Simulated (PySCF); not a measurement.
Compound: BH2Et, C₂H₇B.
Cartesian coordinates in Å at the PBE0-D3(BJ)/def2-SVP level; atoms count from 1:
```xyz
10
C2H7B angstrom
B      0.5997    1.1357    0.5455
H      1.8103    1.1365    0.4816
H      0.0216    2.1950    0.4340
C     -0.1865   -0.2091    0.6412
C     -0.3232   -0.6990   -0.8149
H     -1.1907   -0.0901    1.0774
H      0.3558   -0.9717    1.2230
H     -0.8699   -1.6538   -0.8589
H     -0.8755    0.0194   -1.4417
H      0.6583   -0.8630   -1.2873
```

Computed with TDDFT CAM-B3LYP/def2-SVPD, vertical, gas phase, core orbitals frozen in the response in PySCF 2.14.0, density-fitted response routines.

Frontier orbitals with the atoms that hold most of them (Löwdin shares over 4%, at most four atoms; ? is withheld):

```tsv
orbital	ε (eV)	atoms
HOMO-3	-11.93	C5 36%, C4 33%, H10 8%, H9 6%
HOMO-2	-11.65	C5 28%, C4 15%, B1 13%, H9 12%
HOMO-1	-10.32	B1 30%, C4 19%, H2 19%, H3 12%
HOMO	-10.25	?
LUMO	?	?
LUMO+1	1.32	B1 56%, C5 10%, C4 6%, H7 4%
LUMO+2	2.18	B1 25%, C4 15%, C5 11%, H8 10%
```

**Question.** Which atoms hold the HOMO, and with what shares?

**Answer.** C4 (bonded to B, C and 2 H) 32%; B1 (bonded to C and 2 H) 28%; C5 (bonded to C and 3 H) 13%; H3 (bonded to B) 8%. By element: carbon 45%, boron 28%, hydrogen 8% or more.

**Question.** Which atoms hold the LUMO, and with what shares?

**Answer.** B1 (bonded to C and 2 H) 51%; H3 (bonded to B) 11%; H2 (bonded to B) 11%; C4 (bonded to B, C and 2 H) 10%. By element: boron 51%, hydrogen 21% or more, carbon 10% or more.

**Question.** What is the LUMO energy, and the HOMO–LUMO gap?

**Answer.** ε(LUMO) = -0.23 eV; the gap is 10.02 eV (0.3681 hartree).

**Question.** How does S1 compare with the orbital gap of 10.02 eV?

**Answer.** S1 is at 5.74 eV (f = 0.0006), 4.28 eV below the gap, made of HOMO-1→LUMO (76%), HOMO→LUMO (17%). Its leading pair isn't HOMO and LUMO; the energies of that pair differ by 10.09 eV. Without the coupling terms of the response equations the lowest excitation would equal the gap.

**Question.** One configuration dominates each of S1, S2, S3, S5 and S6. Which, and how do the shares of the two leading atoms of either orbital change from the occupied to the empty one?

**Answer.** 
- S1 (5.74 eV, f 0.0006), HOMO-1→LUMO (76%): B1 30% → 51%, C4 19% → 10%, H3 12% → 11%
- S2 (5.77 eV, f 0.0057), HOMO→LUMO (77%): C4 32% → 10%, B1 28% → 51%, H3 8% → 11%
- S3 (7.68 eV, f 0.0003), HOMO-2→LUMO (91%): C5 28% → at most 10%, C4 15% → 10%, B1 13% → 51%, H3 at most 12% → 11%
- S5 (8.57 eV, f 0.012), HOMO→LUMO+1 (86%): C4 32% → 6%, B1 28% → 56%, C5 13% → 10%
- S6 (8.66 eV, f 0.027), HOMO-1→LUMO+1 (93%): B1 30% → 56%, C4 19% → 6%, C5 at most 13% → 10%

One conformer stands for the species.
